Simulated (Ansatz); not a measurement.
## HBAl, doublet: reading a ladder of total energies

Geometry: a point of a stretch scan, not a stationary point.

```xyz
3

B     0.0000   -0.0788    0.3859
Al    0.0000   -0.0201   -1.7335
H     0.0000    0.0989    1.3476
```

Basis 6-31G; Ansatz 0.2.0. Correlated methods freeze the noble-gas cores, which leaves 7 electrons in 18 orbitals. R marks a restricted (for open shells ROHF) determinant, U an unrestricted one.

Full CI is exact within this basis and frozen core; it isn't the basis-set limit. The frozen core follows each run's orbitals, which can shift R against U totals by a few meV.

The cluster runs stand on a determinant 0.11 eV above the lowest UHF solution, chosen by trial CCSD; the correlation energy below is counted from it.

Runs differ by some tens of microhartree through their thresholds and, for an open shell, their frozen cores, so steps under 0.1 kcal/mol mean nothing.

```csv
level,total energy (hartree)
UHF determinant under the cluster runs,-266.997852
UMP2,-267.055362
UCCSD,-267.081560
UCCSD(T),-267.083296
UCCSDT,-267.084177
UCCSDT(Q),-267.084311
UCCSDTQ,-267.084358
full CI,-267.084361
```

Task: What is the correlation energy at full CI, and what share of it do UMP2 and UCCSDT recover?

Result: E(corr) = -267.084361 − (-266.997852) = -0.086509 hartree = -2.354 eV. UMP2: -0.057510 / -0.086509 = 66.48 %. UCCSDT: -0.086325 / -0.086509 = 99.79 %.

Task: By how many kcal/mol does UCCSD(T) miss full CI (1 hartree = 627.509 kcal/mol), and which steps make up the rest?

Result: -267.083296 − (-267.084361) = 0.001065 hartree = 0.67 kcal/mol. Steps: UCCSDT − UCCSD(T) = -0.55, UCCSDT(Q) − UCCSDT = -0.08, UCCSDTQ − UCCSDT(Q) = -0.03, full CI − UCCSDTQ = 0.00 kcal/mol. That is within 1 kcal/mol of the reference in this basis, which itself misses far more of the correlation at the basis-set limit.
